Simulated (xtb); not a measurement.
xtb input (GFN2-xTB):

```bash
xtb mol.xyz --gfn 2 --sp --chrg 1 --uhf 0
```
mol.xyz:
```
11

O     -0.12772971    -0.12310551     1.32424015
C     -0.00559836    -0.01303083     0.05921981
C      0.07681222     1.30130937    -0.59224654
C      0.05130217    -1.27018044    -0.69032725
H     -0.25717763     2.12014548     0.04404421
H      0.28337974    -2.11713039    -0.04931489
H     -0.47151742     1.29428595    -1.53586417
H      1.13164237     1.46417555    -0.85506132
H      0.74230290    -1.18907807    -1.53062019
H     -0.94637008    -1.42304853    -1.12830401
H     -0.19551848     0.72690564     1.80132319
```

Output:

```
           -------------------------------------------------
          |                Calculation Setup                |
           -------------------------------------------------

           -------------------------------------------------
          |                 G F N 2 - x T B                 |
           -------------------------------------------------

        Reference                      10.1021/acs.jctc.8b01176
      * Hamiltonian:
        H0-scaling (s, p, d)           1.850000    2.230000    2.230000
        zeta-weighting                 0.500000
      * Dispersion:
        s8                             2.700000
        a1                             0.520000
        a2                             5.000000
        s9                             5.000000
      * Repulsion:
        kExp                           1.500000    1.000000
        rExp                           1.000000
      * Coulomb:
        alpha                          2.000000
        third order                    shell-resolved
        anisotropic                    true
        a3                             3.000000
        a5                             4.000000
        cn-shift                       1.200000
        cn-exp                         4.000000
        max-rad                        5.000000

          ...................................................
          :                      SETUP                      :
          :.................................................:
          :  # basis functions                  23          :
          :  # atomic orbitals                  23          :
          :  # shells                           15          :
          :  # electrons                        24          :
          :  max. iterations                   250          :
          :  Hamiltonian                  GFN2-xTB          :
          :  restarted?                      false          :
          :  GBSA solvation                  false          :
          :  PC potential                    false          :
          :  electronic temp.          300.0000000     K    :
          :  accuracy                    1.0000000          :
          :  -> integral cutoff          0.2500000E+02      :
          :  -> integral neglect         0.1000000E-07      :
          :  -> SCF convergence          0.1000000E-05 Eh   :
          :  -> wf. convergence          0.1000000E-03 e    :
          :  Broyden damping             0.4000000          :
          :  net charge                          1          :
          :  unpaired electrons                  0          :
          ...................................................

 iter      E             dE          RMSdq      gap      omega  full diag
   1    -13.7159078 -0.137159E+02  0.411E+00    5.69       0.0  T
   2    -13.7655526 -0.496449E-01  0.227E+00    4.28       1.0  T
   3    -13.7700243 -0.447165E-02  0.145E+00    4.59       1.0  T
   4    -13.7724447 -0.242044E-02  0.228E-01    4.17       1.0  T
   5    -13.7726877 -0.242978E-03  0.944E-02    4.29       1.0  T
   6    -13.7727064 -0.187370E-04  0.352E-02    4.27       1.0  T
   7    -13.7727076 -0.117995E-05  0.630E-03    4.28       4.8  T
   8    -13.7727077 -0.963341E-07  0.282E-03    4.28      10.7  T
   9    -13.7727078 -0.441193E-07  0.449E-04    4.28      67.2  T
  10    -13.7727078 -0.194992E-09  0.180E-04    4.28     167.3  T

   *** convergence criteria satisfied after 10 iterations ***

         #    Occupation            Energy/Eh            Energy/eV
      -------------------------------------------------------------
         1        2.0000           -0.9785014             -26.6264
       ...           ...                  ...                  ...
         6        2.0000           -0.7835676             -21.3220
         7        2.0000           -0.7446045             -20.2617
         8        2.0000           -0.6972067             -18.9720
         9        2.0000           -0.6916599             -18.8210
        10        2.0000           -0.6857719             -18.6608
        11        2.0000           -0.6784327             -18.4611
        12        2.0000           -0.6691505             -18.2085 (HOMO)
        13                         -0.5119031             -13.9296 (LUMO)
        14                         -0.1548007              -4.2123
        15                         -0.1099106              -2.9908
        16                         -0.0487789              -1.3273
        17                         -0.0274880              -0.7480
       ...                                ...                  ...
        23                          0.2452046               6.6724
      -------------------------------------------------------------
                  HL-Gap            0.1572474 Eh            4.2789 eV
             Fermi-level           -0.5905268 Eh          -16.0691 eV

 SCC (total)                   0 d,  0 h,  0 min,  0.008 sec
 SCC setup                      ...        0 min,  0.000 sec (  3.020%)
 Dispersion                     ...        0 min,  0.000 sec (  1.672%)
 classical contributions        ...        0 min,  0.000 sec (  0.594%)
 integral evaluation            ...        0 min,  0.001 sec ( 10.977%)
 iterations                     ...        0 min,  0.004 sec ( 50.317%)
 molecular gradient             ...        0 min,  0.002 sec ( 29.952%)
 printout                       ...        0 min,  0.000 sec (  3.129%)

         :::::::::::::::::::::::::::::::::::::::::::::::::::::
         ::                     SUMMARY                     ::
         :::::::::::::::::::::::::::::::::::::::::::::::::::::
         :: total energy             -13.596878079297 Eh    ::
         :: gradient norm              0.019477337500 Eh/a0 ::
         :: HOMO-LUMO gap              4.278919478186 eV    ::
         ::.................................................::
         :: SCC energy               -13.772704889648 Eh    ::
         :: -> isotropic ES            0.114069500218 Eh    ::
         :: -> anisotropic ES         -0.011127085429 Eh    ::
         :: -> anisotropic XC          0.007541094334 Eh    ::
         :: -> dispersion             -0.003521631947 Eh    ::
         :: repulsion energy           0.175826810351 Eh    ::
         :: add. restraining           0.000000000000 Eh    ::
         :: total charge               1.000000000000 e     ::
         :::::::::::::::::::::::::::::::::::::::::::::::::::::

           -------------------------------------------------
          |                Property Printout                |
           -------------------------------------------------

    * Orbital Energies and Occupations

         #    Occupation            Energy/Eh            Energy/eV
      -------------------------------------------------------------
         1        2.0000           -0.9785014             -26.6264
         2        2.0000           -0.8953912             -24.3648
         3        2.0000           -0.8658272             -23.5604
         4        2.0000           -0.8259893             -22.4763
         5        2.0000           -0.7986218             -21.7316
         6        2.0000           -0.7835676             -21.3220
         7        2.0000           -0.7446045             -20.2617
         8        2.0000           -0.6972067             -18.9720
         9        2.0000           -0.6916599             -18.8210
        10        2.0000           -0.6857719             -18.6608
        11        2.0000           -0.6784327             -18.4611
        12        2.0000           -0.6691505             -18.2085 (HOMO)
        13                         -0.5119031             -13.9296 (LUMO)
        14                         -0.1548007              -4.2123
Note: The following floating-point exceptions are signalling: IEEE_UNDERFLOW_FLAG IEEE_DENORMAL
normal termination of xtb
        15                         -0.1099106              -2.9908
        16                         -0.0487789              -1.3273
        17                         -0.0274880              -0.7480
        18                         -0.0176374              -0.4799
        19                         -0.0137109              -0.3731
        20                          0.0057875               0.1575
        21                          0.0298658               0.8127
        22                          0.1070773               2.9137
        23                          0.2452046               6.6724
      -------------------------------------------------------------
                  HL-Gap            0.1572474 Eh            4.2789 eV
             Fermi-level           -0.5905268 Eh          -16.0691 eV

     #   Z          covCN         q      C6AA      α(0)
     1   8 O        1.661    -0.197    17.303     5.616
     2   6 C        2.812     0.253    22.758     7.816
     3   6 C        3.752    -0.169    23.849     6.964
     4   6 C        3.754    -0.158    23.622     6.930
     5   1 H        0.925     0.116     1.642     2.004
     6   1 H        0.925     0.144     1.432     1.871
     7   1 H        0.924     0.147     1.410     1.857
     8   1 H        0.923     0.166     1.289     1.775
     9   1 H        0.924     0.146     1.421     1.864
    10   1 H        0.923     0.173     1.246     1.746
    11   1 H        0.803     0.379     0.525     1.139

 Mol. C6AA /au·bohr⁶  :        699.134323
 Mol. C8AA /au·bohr⁸  :      15299.121900
 Mol. α(0) /au        :         39.582118

Wiberg/Mayer (AO) data.
largest (>0.10) Wiberg bond orders for each atom

 ---------------------------------------------------------------------------
     #   Z sym  total        # sym  WBO       # sym  WBO       # sym  WBO
 ---------------------------------------------------------------------------
     1   8 O    2.463 --     2 C    1.457    11 H    0.823
     2   6 C    3.844 --     1 O    1.457     4 C    1.121     3 C    1.115
     3   6 C    3.971 --     2 C    1.115     5 H    0.962     7 H    0.930
                             8 H    0.880
     4   6 C    3.962 --     2 C    1.121     6 H    0.955     9 H    0.931
                            10 H    0.868
     5   1 H    0.986 --     3 C    0.962
     6   1 H    0.979 --     4 C    0.955
     7   1 H    0.978 --     3 C    0.930
     8   1 H    0.972 --     3 C    0.880
     9   1 H    0.979 --     4 C    0.931
    10   1 H    0.970 --     4 C    0.868
    11   1 H    0.856 --     1 O    0.823
 ---------------------------------------------------------------------------

Topologies differ in total number of bonds
Writing topology from bond orders to xtbtopo.mol

molecular dipole:
                 x           y           z       tot (Debye)
 q only:        0.004       0.441      -0.270
   full:       -0.013       0.668      -0.184       1.763
molecular quadrupole (traceless):
                xx          xy          yy          xz          yz          zz
 q only:       -4.903       0.408       2.997      -0.669       3.150       1.906
  q+dip:       -4.392       0.399       2.696      -0.601       3.996       1.696
   full:       -3.866       0.432       2.366      -0.539       4.068       1.500

           -------------------------------------------------
          | TOTAL ENERGY              -13.596878079297 Eh   |
          | GRADIENT NORM               0.019477337500 Eh/α |
          | HOMO-LUMO GAP               4.278919478186 eV   |
           -------------------------------------------------

------------------------------------------------------------------------
------------------------------------------------------------------------
 total:
 SCF:
```

It need not be the lowest isomer of its formula.
